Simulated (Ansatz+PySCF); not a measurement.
The numbers below are computed, except where a source is named.
## PySCF 2.14.0 run

```python
from pyscf import gto, scf

mol = gto.M(atom="""
B 0.000000 0.000000 0.810400
B 0.000000 0.000000 -0.810400
H 0.913890 0.000000 0.000000
H -0.913890 0.000000 0.000000
H 0.000000 0.967400 1.349360
H 0.000000 -0.967400 1.349360
H 0.000000 0.967400 -1.349360
H 0.000000 -0.967400 -1.349360
""", basis='def2-svp', charge=0, spin=0)
mf = scf.UHF(mol)
mf.init_guess = '1e'
mf.kernel()
while True:  # follow internal instabilities
    mo, _, stable, _ = mf.stability(return_status=True)
    if stable: break
    mf.kernel(mf.make_rdm1(mo, mf.mo_occ))
print(mf.converged, mf.e_tot, mf.spin_square()[0])
```

The script is written out from the run's settings.

Results

| Quantity | Value |
| --- | --- |
| Converged | yes |
| Total energy | -52.74536 hartree |
| Spin squared of the determinant | 0.000 |
